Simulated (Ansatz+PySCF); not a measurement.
Results of a calculation; reference values are marked as such.
This Ansatz input gave a total energy of -76.61361 hartree.

```yaml
crystal:
  periodic: [false, false, false]
  atoms:
    - { symbol: H, position_ang: [0.0, 0.0, -1.57482] }
    - { symbol: C, position_ang: [0.0, 0.0, -0.49392] }
    - { symbol: C, position_ang: [0.0, 0.0, 0.75639] }
basis:
  gaussian: { orbitals: def2-SVP }
total_charge: -1
magnetization:
  spin_polarized: true
hamiltonian:
  xc: { name: wB97X }
scf:
  omitted_lower_state_checks: [stability, starts, atomic_configurations, cluster_reference, orbital_swaps, given_window_search, neighbouring_geometries, increment]
```

(1) Write an input for PySCF with the same method and basis set.

Answers

(1)

```python
from pyscf import gto, dft

mol = gto.M(atom="""
H 0.000000 0.000000 -1.574820
C 0.000000 0.000000 -0.493920
C 0.000000 0.000000 0.756390
""", basis='def2-svp', charge=-1, spin=0)
mf = dft.UKS(mol, xc='wb97x')
mf.kernel()
print(mf.converged, mf.e_tot, mf.spin_square()[0])
```

PySCF 2.14.0 gave -76.61361 hartree, 0.05 meV from the first. Caution: no diffuse functions for an anion.
